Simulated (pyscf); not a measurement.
## Four-centre exchange: HO–As(OH)–OH (SMILES O[As](O)O) + H₂ (SMILES [H][H]) → HO–As(OH)–OH (SMILES O[As](O)O) + H₂ (SMILES [H][H])

Gas phase, singlet surface, charge 0. Bonds broken: O1–H5, H8–H9. Bonds formed: O1–H8, H5–H9. PySCF, gas phase, ωB97X-D3(BJ)/def2-SVP geometries.

Transition state (Å):

```xyz
9

O     -0.4089     0.9193    -0.2537
As     0.5149    -0.6213    -0.0686
O      0.6395    -0.6708     1.7018
O     -0.9344    -1.6446    -0.2304
H      0.0327     2.0995    -0.0538
H     -0.2153    -0.9065     2.0923
H     -1.6985    -1.0761    -0.4063
H     -0.6544     1.7611     0.6734
H     -0.2670     2.7539     0.7305
```

One imaginary mode, 2802i cm⁻¹; descent along it reached the two sides named.

| bond | change | reactant side (Å) | saddle | product side |
|---|---|---|---|---|
| O1–H5 | breaks | 0.966 | 1.276 | 2.479 |
| H8–H9 | breaks | 0.763 | 1.067 | 3.5 |
| O1–H8 | forms | 2.500 | 1.276 | 0.969 |
| H5–H9 | forms | 3.5 | 1.065 | 0.761 |

Electronic energies relative to the separated reactants (eV):

| level | barrier | reaction energy | reverse barrier |
|---|---|---|---|
| ωB97X-D3(BJ)/def2-TZVP | 3.04 | 0.00 | 3.04 |
| PBE/def2-TZVP | 2.59 | 0.00 | 2.59 |
| r²SCAN/def2-TZVP | 2.81 | 0.00 | 2.81 |
| B3LYP-D3(BJ)/def2-TZVP | 2.90 | 0.00 | 2.90 |
| PBE0-D3(BJ)/def2-TZVP | 2.83 | 0.00 | 2.83 |
| M06-2X/def2-TZVP | 3.11 | 0.00 | 3.11 |
| ωB97M-D3(BJ)/def2-TZVP | 2.97 | 0.00 | 2.97 |
| HF/def2-TZVP | 3.94 | 0.00 | 3.94 |

With ωB97M-D3(BJ)/def2-TZVP energies and thermal terms (ideal gas, 1 atm, RRHO with modes under 100 cm⁻¹ raised to 100, one conformer, R ln 2 for chiral ones without a mode under 150 cm⁻¹), in eV:

```
T (K)   ΔH‡   ΔG‡    ΔH    ΔG
-----  ----  ----  ----  ----
298    2.89  3.24  0.00  0.00
600    2.86  3.60  0.00  0.00
900    2.86  3.98  0.00  0.00
1200   2.87  4.35  0.00  0.00
```

The same reactants have a lower exit, to HO–AsH–OH + H₂O (barrier +2.11 eV at ωB97M-D3(BJ)/def2-TZVP, against +2.97 eV here). One saddle was located; it need not be the lowest between these sides. Elements up to Kr have no core potential and no relativistic terms here.
